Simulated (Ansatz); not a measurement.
A nudged elastic band was laid between two geometries of AlH5OSi (8 atoms, charge 0, multiplicity 1).

Method: RKS PBE/def2-SVP in Ansatz.

| Property | Result |
| --- | --- |
| movable images | 7 |
| climbing image | yes |
| spring | 5.0 eV/Å² |
| optimiser | quadratic models (default) |
| start path | straight line |
| force threshold | 0.05 eV/Å |
| iteration limit | 60 |
| end points | relaxed |

Initial state:

```xyz
8
Properties=species:S:1:pos:R:3
Al 0.123 0.161 0.436
H 0.013 0.740 1.917
O 1.522 -0.743 0.032
Si 2.902 -1.605 -0.318
H 2.544 -2.923 -0.951
H 3.766 -0.827 -1.275
H 3.692 -1.878 0.935
H -0.975 0.374 -0.700
```

Final state:

```xyz
8
Properties=species:S:1:pos:R:3
Al -0.317 0.326 -0.131
H 1.491 -0.315 1.865
O 1.206 -0.344 0.930
Si 2.242 -1.219 -0.262
H 1.797 -2.574 -0.749
H 3.086 -0.415 -1.216
H 3.255 -1.587 0.835
H 0.827 -0.575 -1.197
```

Problem. Which bonds break or form, and what moves?

Solution. Bonds broken: Al1–H2. Bonds formed: H2–O3.

Problem. Give the energies along the band, and the barrier.

Solution. It converged. The highest image is number 4 of 0 to 8, 65.4 kcal/mol above the first end and 21.2 kcal/mol above the last; the last end lies 44.2 kcal/mol above the first. Neighbouring images differ by up to 1.4 eV, so the band resolves the path poorly. Another band between the same ends (7 images) ends at a top of the same energy, where a vibrational analysis finds 1 clearly imaginary mode. The orbitals stay closed-shell, which can raise the energy where a bond breaks towards radicals; this wasn't checked here.

```tsv
image	path coordinate (Å)	energy (kcal/mol)	Al1–H2 (Å)	H2–O3 (Å)
0	0.00	0.0	1.59	2.83
1	0.62	0.0	1.59	2.84
2	1.25	5.1	1.58	2.54
3	1.87	33.2	1.59	1.95
4	2.49	65.4	1.75	1.28
5	3.34	51.8	2.43	0.98
6	4.20	50.3	2.62	0.98
7	5.05	48.3	2.73	0.98
8	5.91	44.2	2.77	0.98
```

Problem. What is the geometry of the highest image?

Solution. 
```xyz
8
Properties=species:S:1:pos:R:3:forces:R:3
Al -0.251 0.380 0.284 0.00 0.00 0.00
H 1.253 0.392 1.169 0.00 0.01 0.00
O 1.469 -0.452 0.227 0.00 -0.01 0.00
Si 2.794 -1.485 -0.101 0.00 0.00 0.00
H 2.344 -2.564 -1.046 0.00 0.00 0.00
H 3.917 -0.701 -0.716 0.00 0.00 0.00
H 3.261 -2.096 1.189 0.00 0.00 0.00
H -1.199 -0.175 -0.930 0.00 0.00 0.00
```

The band took 33 iterations and roughly 7 core-minutes.

Time of the run: 7.2 min on 1 thread of Intel(R) Xeon(R) Platinum 8259CL CPU @ 2.50GHz (Skylake/Cascade Lake), on a shared host, peak memory 0.17 GiB.
